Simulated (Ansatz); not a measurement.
**The silicon atom (triplet): density functionals in def2-TZVPP**

What do functionals of several rungs give for the silicon atom (triplet)?

Program: Ansatz 0.2.0, Gaussian basis. Level of theory: def2-TZVPP, all electrons in the functionals, frozen cores in the correlation of double hybrids and RPA. These are calculated values, not measurements.

Plan: SPW92, PBE, BLYP, revPBE, r2SCAN, B97M-V, PBE0, B3LYP, r2SCANh, r2SCAN0, BHLYP, CAM-B3LYP, wB97X-V, wB97M-V, HSE06, B2PLYP, PBE-QIDH, RPA-PBE.

**1. The atom**

A free atom, in its lowest state of this spin that the program finds.

1 atom, charge 0, spin multiplicity 3.

No dispersion term is added; B97M-V, wB97X-V, wB97M-V hold VV10 nonlocal correlation. B3LYP takes the VWN-RPA correlation. HSE06 is the plane-wave form.

**2. SPW92 (unrestricted)**

Input file in.yaml:

```yaml
crystal:
  periodic: [false, false, false]
  atoms:
    - {symbol: Si, position_ang: [0.000000, 0.000000, 0.000000]}
basis:
  gaussian: {orbitals: def2-TZVPP}
magnetization: {spin_polarized: true, initial_magnetization: 2}
hamiltonian: {xc: {name: SPW92}}
```

Started as:

```bash
$ ansatz run in.yaml --threads 1 --pin off --events-out ev --progress --plain --max-ram 2393MiB
```

Standard output:

```text
Functional definition: SPW92
  name "SPW92"
  cite "Dirac, Proc. Camb. Phil. Soc. 26, 376 (1930) doi:10.1017/S0305004100016108"
  cite "Slater, Phys. Rev. 81, 385 (1951) doi:10.1103/PhysRev.81.385"
  cite "Perdew & Wang, Phys. Rev. B 45, 13244 (1992) doi:10.1103/PhysRevB.45.13244"
  exchange = slater_x
  correlation = pw_c
288 factors; their error is unknown
mean field evaluation 1: about -7842.2955 eV, gradient 3.2e0 eV
mean field evaluation 2: about -7842.2999 eV, gradient 3.5e0 eV
mean field evaluation 4: about -7842.3786 eV, gradient 1.5e0 eV
mean field evaluation 8: about -7842.3786 eV, gradient 1.5e0 eV
mean field evaluation 16: about -7842.3845 eV, gradient 5.6e-2 eV
mean field -7842.38441876 eV, -288.2023116303 hartree, gradient 2.8e-5 eV, S^2 2.001492; 1 other end points of the search recorded, 0 dependent functions left out
reference -7842.38443726 eV, -288.2023123101 hartree; 8, 6 occupied and 34, 36 virtual orbitals, 288 factors
Total energy: -7842.38443726 eV, -288.2023123101 hartree
```

Run time: 0.27 s. Hardware: 1 thread of Intel Xeon Platinum 8488C, shared host.

From the report: ⟨S²⟩ of the determinant 2.001 (pure triplet: 2.00).

**3. PBE (unrestricted)**

Changes to in.yaml since step 2:

```diff
@@ -7,2 +7,3 @@
 magnetization: {spin_polarized: true, initial_magnetization: 2}
-hamiltonian: {xc: {name: SPW92}}
+hamiltonian: {xc: {name: PBE}}
+output: {orbitals: {seedname: orbitals}}
```

Launched as before.

Standard output:

```text
Functional definition: PBE
  name "PBE"
  cite "Perdew, Burke & Ernzerhof, Phys. Rev. Lett. 77, 3865 (1996) doi:10.1103/PhysRevLett.77.3865"
  parent pbe
  parameter kappa = 0.804
  parameter beta = 0.06672455060314922
  exchange = pbe_x(kappa = kappa, mu = beta*pi^2/3)
  correlation = pbe_c(beta = beta)
288 factors; their error is unknown
mean field evaluation 1: about -7870.0567 eV, gradient 3.3e0 eV
mean field evaluation 2: about -7870.1506 eV, gradient 2.0e0 eV
mean field evaluation 4: about -7870.1725 eV, gradient 7.1e-2 eV
mean field evaluation 8: about -7870.1558 eV, gradient 3.6e-4 eV
mean field evaluation 16: about -7870.1558 eV, gradient 8.6e-5 eV
mean field -7870.15583563 eV, -289.2228923763 hartree, gradient 2.8e-5 eV, S^2 2.003936; 1 other end points of the search recorded, 0 dependent functions left out
reference -7870.15585987 eV, -289.2228932670 hartree; 8, 6 occupied and 34, 36 virtual orbitals, 288 factors
Total energy: -7870.15585987 eV, -289.2228932670 hartree
```

Run time: 0.42 s. Hardware: 1 thread of Intel Xeon Platinum 8488C, shared host.

From the report: ⟨S²⟩ of the determinant 2.004 (pure triplet: 2.00).

**4. BLYP (unrestricted)**

Changes to in.yaml since step 3:

```diff
@@ -7,3 +7,2 @@
 magnetization: {spin_polarized: true, initial_magnetization: 2}
-hamiltonian: {xc: {name: PBE}}
-output: {orbitals: {seedname: orbitals}}
+hamiltonian: {xc: {name: BLYP}}
```

Same command.

Standard output:

```text
Functional definition: BLYP
  name "BLYP"
  cite "Becke, Phys. Rev. A 38, 3098 (1988) doi:10.1103/PhysRevA.38.3098"
  cite "Lee, Yang & Parr, Phys. Rev. B 37, 785 (1988) doi:10.1103/PhysRevB.37.785"
  parameter beta = 0.0042
  parameter a = 0.04918
  parameter b = 0.132
  parameter c = 0.2533
  parameter d = 0.349
  exchange = b88_x(beta = beta)
  correlation = lyp_c(a = a, b = b, c = c, d = d)
288 factors; their error is unknown
mean field evaluation 1: about -7874.2489 eV, gradient 3.6e0 eV
mean field evaluation 2: about -7874.3421 eV, gradient 2.6e0 eV
mean field evaluation 4: about -7874.3772 eV, gradient 6.6e-2 eV
mean field evaluation 8: about -7874.3607 eV, gradient 1.9e-4 eV
mean field evaluation 16: about -7874.3607 eV, gradient 8.4e-5 eV
mean field -7874.36065583 eV, -289.3774166684 hartree, gradient 1.5e-5 eV, S^2 2.002956; 1 other end points of the search recorded, 0 dependent functions left out
reference -7874.36084038 eV, -289.3774234504 hartree; 8, 6 occupied and 34, 36 virtual orbitals, 288 factors
Total energy: -7874.36084038 eV, -289.3774234504 hartree
```

Run time: 0.39 s. Hardware: 1 thread of Intel Xeon Platinum 8488C, shared host.

From the report: ⟨S²⟩ of the determinant 2.003 (pure triplet: 2.00).

**5. revPBE (unrestricted)**

Changes to in.yaml since step 4:

```diff
@@ -7,2 +7,2 @@
 magnetization: {spin_polarized: true, initial_magnetization: 2}
-hamiltonian: {xc: {name: BLYP}}
+hamiltonian: {xc: {name: revPBE}}
```

Launched as before.

Standard output:

```text
Functional definition: revPBE
  name "revPBE"
  cite "Zhang & Yang, Phys. Rev. Lett. 80, 890 (1998) doi:10.1103/PhysRevLett.80.890"
  cite "Perdew, Burke & Ernzerhof, Phys. Rev. Lett. 77, 3865 (1996) doi:10.1103/PhysRevLett.77.3865"
  parameter kappa = 1.245
  parameter beta = 0.06672455060314922
  exchange = pbe_x(kappa = kappa, mu = beta*pi^2/3)
  correlation = pbe_c(beta = beta)
288 factors; their error is unknown
mean field evaluation 1: about -7872.5778 eV, gradient 3.2e0 eV
mean field evaluation 2: about -7872.6710 eV, gradient 1.9e0 eV
mean field evaluation 4: about -7872.6899 eV, gradient 7.6e-2 eV
mean field evaluation 8: about -7872.6732 eV, gradient 5.0e-4 eV
mean field evaluation 16: about -7872.6732 eV, gradient 1.5e-4 eV
mean field -7872.67319038 eV, -289.3154034570 hartree, gradient 3.5e-5 eV, S^2 2.004557; 1 other end points of the search recorded, 0 dependent functions left out
reference -7872.67322068 eV, -289.3154045706 hartree; 8, 6 occupied and 34, 36 virtual orbitals, 288 factors
Total energy: -7872.67322068 eV, -289.3154045706 hartree
```

Run time: 0.39 s. Hardware: 1 thread of Intel Xeon Platinum 8488C, shared host.

From the report: ⟨S²⟩ of the determinant 2.005 (pure triplet: 2.00).

**6. r2SCAN (unrestricted)**

Changes to in.yaml since step 5:

```diff
@@ -7,2 +7,2 @@
 magnetization: {spin_polarized: true, initial_magnetization: 2}
-hamiltonian: {xc: {name: revPBE}}
+hamiltonian: {xc: {name: r2SCAN}}
```

Same command.

Standard output:

```text
Functional definition: r2SCAN
  name "r2SCAN"
  cite "Furness, Kaplan, Ning, Perdew & Sun, J. Phys. Chem. Lett. 11, 8208 (2020) doi:10.1021/acs.jpclett.0c02405"
  cite "Furness, Kaplan, Ning, Perdew & Sun, J. Phys. Chem. Lett. 11, 9248 (2020) doi:10.1021/acs.jpclett.0c03077"
  parent r2scan
  parameter k0 = 0.174
  parameter k1 = 0.065
  parameter a1 = 4.9479
  exchange = r2scan_x(k0 = k0, k1 = k1, a1 = a1)
  correlation = r2scan_c
288 factors; their error is unknown
mean field evaluation 1: about -7873.2746 eV, gradient 3.4e0 eV
mean field evaluation 2: about -7873.3830 eV, gradient 1.5e0 eV
mean field evaluation 4: about -7873.3941 eV, gradient 6.7e-2 eV
mean field evaluation 8: about -7873.3770 eV, gradient 1.2e-3 eV
mean field evaluation 16: about -7873.3770 eV, gradient 3.8e-2 eV
mean field -7873.37699422 eV, -289.3412677712 hartree, gradient 1.6e-5 eV, S^2 2.009757; 1 other end points of the search recorded, 0 dependent functions left out
reference -7873.37700366 eV, -289.3412681180 hartree; 8, 6 occupied and 34, 36 virtual orbitals, 288 factors
Total energy: -7873.37700366 eV, -289.3412681180 hartree
```

It took 0.9 s on 1 thread of Intel Xeon Platinum 8488C, shared host.

From the report: ⟨S²⟩ of the determinant 2.010 (pure triplet: 2.00).

**7. B97M-V (unrestricted)**

Changes to in.yaml since step 6:

```diff
@@ -7,2 +7,2 @@
 magnetization: {spin_polarized: true, initial_magnetization: 2}
-hamiltonian: {xc: {name: r2SCAN}}
+hamiltonian: {xc: {name: B97M-V}}
```

Same command.

Standard output, shortened:

```text
Functional definition: B97M-V
  name "B97M-V"
  cite "Mardirossian & Head-Gordon, J. Chem. Phys. 142, 074111 (2015) doi:10.1063/1.4907719"
  cite "Becke, J. Chem. Phys. 107, 8554 (1997) doi:10.1063/1.475007"
  cite "Vydrov & Van Voorhis, J. Chem. Phys. 133, 244103 (2010) doi:10.1063/1.3521275"
  # Of w^i u^j: cxij and so on, Table III.
[...]
  gx(w, u) = cx00 + cx01*u + cx02*u^2 + (cx10 + cx11*u)*w
  gss(w, u) = css00 + css02*u^2 + css10*w + (css32*w^3 + css42*w^4)*u^2
  gos(w, u) = cos00 + cos01*u + cos03*u^3 + cos10*w + cos32*w^3*u^2
[...]
      + integral(e_c_pw_mod_opposite_spin*gos(b97_w_opposite, b97_u_opposite)) + vv10(b, c)
288 factors; their error is unknown
[...]
mean field -7872.01137717 eV, -289.2910822702 hartree, gradient 2.7e-5 eV, S^2 2.003777; 3 other end points of the search recorded, 0 dependent functions left out
reference -7872.01141371 eV, -289.2910836129 hartree; 8, 6 occupied and 34, 36 virtual orbitals, 288 factors
Total energy: -7872.01141371 eV, -289.2910836129 hartree
```

It took 1.4 s on 1 thread of Intel Xeon Platinum 8488C, shared host.

From the report: ⟨S²⟩ of the determinant 2.004 (pure triplet: 2.00).

**8. PBE0 (unrestricted)**

Changes to in.yaml since step 7:

```diff
@@ -7,2 +7,3 @@
 magnetization: {spin_polarized: true, initial_magnetization: 2}
-hamiltonian: {xc: {name: B97M-V}}
+hamiltonian: {xc: {name: PBE0}}
+output: {orbitals: {seedname: orbitals}}
```

The command is unchanged.

Standard output:

```text
Functional definition: PBE0
  name "PBE0"
  cite "Adamo & Barone, J. Chem. Phys. 110, 6158 (1999) doi:10.1063/1.478522"
  cite "Perdew, Burke & Ernzerhof, Phys. Rev. Lett. 77, 3865 (1996) doi:10.1103/PhysRevLett.77.3865"
  parent pbe
  parameter a = 0.25
  parameter kappa = 0.804
  parameter beta = 0.06672455060314922
  exchange = (1 - a)*pbe_x(kappa = kappa, mu = beta*pi^2/3) + a*exact_x
  correlation = pbe_c(beta = beta)
291 factors; their error is unknown
mean field evaluation 1: about -7870.7889 eV, gradient 2.7e0 eV
mean field evaluation 2: about -7870.8586 eV, gradient 9.9e-1 eV
mean field evaluation 4: about -7870.8641 eV, gradient 5.0e-2 eV
mean field evaluation 8: about -7870.8793 eV, gradient 7.2e-4 eV
mean field -7870.87929353 eV, -289.2494789636 hartree, gradient 5.1e-5 eV, S^2 2.005635; 0 other end points of the search recorded, 0 dependent functions left out
reference -7870.87931182 eV, -289.2494796358 hartree; 8, 6 occupied and 34, 36 virtual orbitals, 291 factors
Total energy: -7870.87931182 eV, -289.2494796358 hartree
```

It took 0.27 s on 1 thread of Intel Xeon Platinum 8488C, shared host.

From the report: ⟨S²⟩ of the determinant 2.006 (pure triplet: 2.00).

**9. B3LYP (unrestricted)**

Changes to in.yaml since step 8:

```diff
@@ -7,3 +7,2 @@
 magnetization: {spin_polarized: true, initial_magnetization: 2}
-hamiltonian: {xc: {name: PBE0}}
-output: {orbitals: {seedname: orbitals}}
+hamiltonian: {xc: {name: B3LYP}}
```

Same command.

Standard output, shortened:

```text
Functional definition: B3LYP
  name "B3LYP"
  cite "Stephens, Devlin, Chabalowski & Frisch, J. Phys. Chem. 98, 11623 (1994) doi:10.1021/j100096a001"
  cite "Becke, Phys. Rev. A 38, 3098 (1988) doi:10.1103/PhysRevA.38.3098"
  cite "Lee, Yang & Parr, Phys. Rev. B 37, 785 (1988) doi:10.1103/PhysRevB.37.785"
  cite "Vosko, Wilk & Nusair, Can. J. Phys. 58, 1200 (1980) doi:10.1139/p80-159"
[...]
291 factors; their error is unknown
[...]
mean field -7874.75966606 eV, -289.3920800238 hartree, gradient 2.6e-5 eV, S^2 2.003924; 1 other end points of the search recorded, 0 dependent functions left out
reference -7874.75980346 eV, -289.3920850734 hartree; 8, 6 occupied and 34, 36 virtual orbitals, 291 factors
Total energy: -7874.75980346 eV, -289.3920850734 hartree
```

Wall time 0.45 s (1 thread of Intel Xeon Platinum 8488C, shared host).

From the report: ⟨S²⟩ of the determinant 2.004 (pure triplet: 2.00).

**10. r2SCANh (unrestricted)**

Changes to in.yaml since step 9:

```diff
@@ -7,2 +7,2 @@
 magnetization: {spin_polarized: true, initial_magnetization: 2}
-hamiltonian: {xc: {name: B3LYP}}
+hamiltonian: {xc: {name: r2SCANh}}
```

The command is unchanged.

Standard output, shortened:

```text
Functional definition: r2SCANh
  name "r2SCANh"
  cite "Bursch, Neugebauer, Ehlert & Grimme, J. Chem. Phys. 156, 134105 (2022) doi:10.1063/5.0086040"
  cite "Furness, Kaplan, Ning, Perdew & Sun, J. Phys. Chem. Lett. 11, 8208 (2020) doi:10.1021/acs.jpclett.0c02405"
  cite "Furness, Kaplan, Ning, Perdew & Sun, J. Phys. Chem. Lett. 11, 9248 (2020) doi:10.1021/acs.jpclett.0c03077"
  parent r2scan
[...]
288 factors; their error is unknown
[...]
mean field -7873.35918891 eV, -289.3406134379 hartree, gradient 1.8e-5 eV, S^2 2.009945; 1 other end points of the search recorded, 0 dependent functions left out
reference -7873.35919750 eV, -289.3406137537 hartree; 8, 6 occupied and 34, 36 virtual orbitals, 288 factors
Total energy: -7873.35919750 eV, -289.3406137537 hartree
```

Run time: 1 s. Hardware: 1 thread of Intel Xeon Platinum 8488C, shared host.

From the report: ⟨S²⟩ of the determinant 2.010 (pure triplet: 2.00).

[end of part 1 of 2]
